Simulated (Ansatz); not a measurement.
Molecule (SMILES): C=O (CH2-O).
Geometry (B3LYP-D3(BJ)/def2-TZVP, fixed):
```
C
O 1 1.1989
H 1 1.1075 2 122.05
H 1 1.1075 3 115.91 2 180.00
```

Basis-set convergence of the dipole moment at PBE0 with Ansatz (a quantum-chemistry and plane-wave program). Dipoles come from the density behind the forces; the sign is taken along the dipole that this method gives in the largest set. Cartesian d functions, on some or all atoms, in 6-31G*, 6-31+G*; all else is spherical. The program fits the integrals of some runs and decomposes those of others, by size. No added dispersion term, no relativity. Reference: the value in aug-cc-pVQZ, 2.375 D. Deviations are taken from unrounded values.

```tsv
basis	functions	dipole moment (D)
6-31G*	34	2.211
6-31+G*	42	2.479
cc-pVDZ	38	2.127
aug-cc-pVDZ	64	2.380
def2-SVP	38	2.205
def2-SVPD	59	2.416
pcseg-1	38	2.432
aug-pcseg-1	64	2.381
6-311G**	48	2.267
6-311+G**	56	2.464
def2-TZVP	74	2.329
def2-TZVPD	95	2.375
cc-pVTZ	88	2.287
aug-cc-pVTZ	138	2.376
pcseg-2	88	2.389
aug-pcseg-2	138	2.379
def2-TZVPP	90	2.326
def2-TZVPPD	111	2.375
cc-pVQZ	170	2.339
aug-cc-pVQZ	252	2.375
def2-QZVPP	174	2.362
def2-QZVPPD	195	2.375
```

What the diffuse functions change, pair by pair:
- 6-31G* to 6-31+G*: 8 more functions, deviation -0.164 to 0.104 D
- cc-pVDZ to aug-cc-pVDZ: 26 more functions, deviation -0.248 to 0.005 D
- def2-SVP to def2-SVPD: 21 more functions, deviation -0.170 to 0.041 D
- pcseg-1 to aug-pcseg-1: 26 more functions, deviation 0.057 to 0.006 D
- 6-311G** to 6-311+G**: 8 more functions, deviation -0.108 to 0.089 D
- def2-TZVP to def2-TZVPD: 21 more functions, deviation -0.045 to 0.000 D
- cc-pVTZ to aug-cc-pVTZ: 50 more functions, deviation -0.088 to 0.001 D
- pcseg-2 to aug-pcseg-2: 50 more functions, deviation 0.014 to 0.004 D
- def2-TZVPP to def2-TZVPPD: 21 more functions, deviation -0.049 to 0.001 D
- cc-pVQZ to aug-cc-pVQZ: 82 more functions, deviation -0.036 to 0.000 D
- def2-QZVPP to def2-QZVPPD: 21 more functions, deviation -0.012 to 0.000 D

Leaving out the reference's own pair, they bring the value nearer the reference by more than 0.001 D in 10 of 10 pairs.
